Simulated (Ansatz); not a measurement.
Vertical ionisation energies of 8 species: errors by method

Ansatz 0.2.0, functionals in def2-QZVPP, HF, MP2 and coupled cluster extrapolated from def2-TZVPP and def2-QZVPP (exp(−7.88 √X), X^−2.97); geometries are PBE0/def2-TZVP minima. Wave-function levels freeze the cores; HF, MP2 and coupled cluster are restricted for singlets and unrestricted otherwise, Kohn–Sham unrestricted where that lies lower. The best estimate adds to that CCSD(T) limit the step from CCSD(T) to the highest level run in a smaller set (CCSDT(Q)/cc-pVDZ, CCSDT(Q)/cc-pVTZ, CCSDTQ/cc-pVDZ, full CI/cc-pVDZ). It lacks core correlation, which semilocal and hybrid functionals hold and which counts in their errors here, (a few kJ/mol in atomization energies of light atoms) is good to about 1 kcal/mol where the step is under 0.06 eV, as here, and is no measured value. An error is the level's value less this estimate. Energies are electronic, without zero-point terms. No spin–orbit coupling and no scalar relativity. CCSD(T)'s error is that step with its sign reversed, by construction, and steps from double-zeta sets run high. The species are chosen: bound, without strong static correlation by their natural occupations or amplitudes, in their lowest spin state as far as vertical gaps and like structures tell, with only the lowest ion state computed, and with a ladder that closes on the reference, so errors are smaller than for species at large; levels whose determinant breaks symmetry or spin markedly are left out.

| species | quantity | reference | value (eV) | error MP2 | error CCSD | error CCSD(T) | error PBE | error PBE0 | error B3LYP | error wB97M-V |
| --- | --- | --- | --- | --- | --- | --- | --- | --- | --- | --- |
| Al–NH2, singlet (N–Al 1.796, N–H 1.012, angles at N 109/126°) | vertical ionisation to the doublet | limit + step to CCSDTQ and CCSDT(Q)/cc-pVDZ | 8.529 | -0.209 | -0.026 | 0.004 | -0.140 | -0.142 | -0.001 | 0.000 |
| B2H, quartet Σ⁻ (B–B 1.520, B–H 1.178, angle at B 180°) | vertical ionisation to the triplet | limit + step to full CI/cc-pVDZ | 9.588 | -0.073 | -0.099 | -0.012 | 0.183 | 0.093 | -0.039 | -0.068 |
| F–SiH–F, doublet (F–Si 1.592, Si–H 1.493, angles at Si 107/108°) | vertical ionisation to the singlet | limit + step to CCSDT(Q)/cc-pVDZ | 9.645 | -0.045 | 0.058 | 0.012 | -0.175 | 0.072 | 0.060 | -0.185 |
| HBCl, doublet (B–Cl 1.710, B–H 1.193, angle at B 124°) | vertical ionisation to the singlet | limit + step to CCSDT(Q)/cc-pVTZ | 8.703 | -0.022 | 0.061 | 0.011 | -0.032 | 0.137 | 0.101 | -0.120 |
| H2B–F, singlet (B–F 1.317, B–H 1.197, angles at B 118/124°) | vertical ionisation to the doublet | limit + step to CCSDT(Q)/cc-pVTZ | 12.802 | 0.019 | 0.084 | 0.015 | -0.723 | -0.399 | -0.327 | -0.276 |
| H2B–Cl, singlet (B–Cl 1.733, B–H 1.190, angles at B 118/124°) | vertical ionisation to the doublet | limit + step to CCSDT(Q)/cc-pVTZ | 11.658 | 0.283 | 0.001 | 0.029 | -0.605 | -0.351 | -0.333 | -0.214 |
| SiH3, doublet (Si–H 1.486, angles at Si 111°) | vertical ionisation to the singlet | limit + step to CCSDT(Q)/cc-pVTZ | 8.825 | -0.064 | -0.044 | -0.006 | 0.066 | 0.110 | 0.067 | -0.136 |
| H2B–B, triplet (B–B 1.585, B–H 1.197, angles at B 119/122°) | vertical ionisation to the doublet | limit + step to CCSDTQ/cc-pVDZ | 9.274 | -0.091 | -0.086 | -0.014 | 0.189 | 0.130 | 0.052 | -0.067 |

```csv
level,mean absolute error (eV),mean signed error,largest error
CCSD(T),0.013,0.005,0.029 (H2B–Cl)
CCSD,0.057,-0.006,-0.099 (B2H)
MP2,0.101,-0.025,0.283 (H2B–Cl)
B3LYP,0.123,-0.053,-0.333 (H2B–Cl)
wB97M-V,0.133,-0.133,-0.276 (H2B–F)
PBE0,0.179,-0.044,-0.399 (H2B–F)
PBE,0.264,-0.155,-0.723 (H2B–F)
```
